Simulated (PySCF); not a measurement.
Gas-phase reaction: Si(OH)4 + C2H4 ⇌ ethylsilane + 2 O2

Computed with PySCF and rigid-rotor harmonic-oscillator thermochemistry at 1 bar. † marks an energy on the PBE0/def2-TZVP geometry and frequencies; other levels use their own. MP2 and CCSD(T) freeze the core. 6-31G* has spherical d functions here. Open shells (unrestricted): O2 (multiplicity 3); the rest are closed-shell singlets. B3LYP is the form with VWN-RPA correlation. MP2 isn't extrapolated to the basis-set limit; its ΔH°(298 K) is 1106.5 kJ in def2-SVP and 1270.9 kJ in def2-TZVPP. CCSD(T) isn't extrapolated to the basis-set limit; its ΔH°(298 K) is 1063.4 kJ in def2-SVP and 1216.3 kJ in def2-TZVPP. The harmonic model lacks anharmonicity and excited electronic states, which grow with temperature; levels with a mode under 35 cm⁻¹ are left out. Internal rotation in Si(OH)4, ethylsilane is treated as a harmonic vibration of one conformer, which makes the entropy rough.

```
level                ΔE electronic, kJ  ΔH°(298 K), kJ  ΔS°(298 K), J/K  ΔG°(2000 K), kJ
-------------------  -----------------  --------------  ---------------  ---------------
B3LYP/6-31G*                      1038            1012              161              712
B3LYP/def2-TZVP†                  1174            1146              160              849
CCSD(T)/def2-TZVPP†               1245            1216              160              919
HF/6-31G*                         1012             985              162              686
HF/def2-TZVP†                     1130            1101              160              805
MP2/def2-SVP†                     1135            1106              160              810
MP2/def2-TZVPP†                   1299            1271              160              974
PBE/def2-SVP                      1017             990              157              699
PBE/def2-TZVP†                    1116            1087              160              790
PBE0/def2-SVP†                    1063            1035              160              738
r2SCAN/def2-TZVP†                 1164            1136              160              839
```
ΔH° is lowest at HF/6-31G* and highest at MP2/def2-TZVPP†. No reference value is set beside these.
